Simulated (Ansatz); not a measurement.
Relaxation of C2H6N2 (10 atoms, charge 0, multiplicity 1), to a largest force component of 0.015 eV/Å in at most 40 steps.

Level of theory: RKS PBE0/def2-SVP (Ansatz).

```xyz
10
Properties=species:S:1:pos:R:3:forces:R:3
C -1.056 0.845 -0.950 -3.17 3.36 -1.32
N -0.439 0.645 0.109 0.37 -0.88 -0.19
C 0.355 -0.539 -0.010 4.15 1.38 1.79
N 1.151 -0.683 1.259 -1.55 -3.64 -0.33
H -1.056 0.255 -1.885 0.27 -0.26 0.11
H -1.768 1.784 -1.006 1.22 -1.59 0.04
H -0.195 -1.429 -0.181 -1.04 -1.07 -0.32
H 1.163 -0.428 -0.808 -1.27 -0.05 0.16
H 2.121 -0.570 1.036 0.81 0.38 -0.17
H 1.111 -1.761 1.413 0.22 2.37 0.23
```

Q: Where does it end, and by what steps?

A: The forces met the threshold. After 19 steps the energy has fallen by 0.759 eV; H5 moved furthest, 0.88 Å.

| step | energy less start (eV) | largest force component (eV/Å) | accepted |
| --- | --- | --- | --- |
| 0 | 0.0000 | 4.145 | yes |
| 1 | -0.5007 | 1.409 | yes |
| 2 | -0.5680 | 0.782 | yes |
| 3 | -0.6265 | 0.472 | yes |
| 4 | -0.6501 | 0.374 | yes |
| 5 | -0.6665 | 0.272 | yes |
| 6 | -0.6982 | 0.208 | yes |
| 7 | -0.6974 | 1.052 | no |
| 8 | -0.7162 | 0.159 | yes |
| 9 | -0.7311 | 0.224 | yes |
| 10 | -0.7457 | 0.146 | yes |
| 11 | -0.7502 | 0.272 | yes |
| 12 | -0.7242 | 0.553 | no |
| 13 | -0.7538 | 0.196 | yes |
| 14 | -0.7579 | 0.160 | yes |
| 15 | -0.7585 | 0.154 | yes |
| 16 | -0.7594 | 0.031 | yes |
| 17 | -0.7594 | 0.031 | yes |
| 18 | -0.7594 | 0.055 | yes |
| 19 | -0.7595 | 0.013 | yes |

```xyz
10
Properties=species:S:1:pos:R:3
C -1.083 0.885 -0.876
N 0.022 0.726 -0.291
C 0.562 -0.605 -0.181
N 0.891 -0.865 1.200
H -1.677 0.050 -1.300
H -1.505 1.896 -0.981
H -0.150 -1.383 -0.530
H 1.432 -0.634 -0.876
H 1.564 -0.173 1.523
H 1.330 -1.779 1.291
```

The run took 59 s on 1 thread of Arm Neoverse V1, on a shared host, peak memory 0.16 GiB.
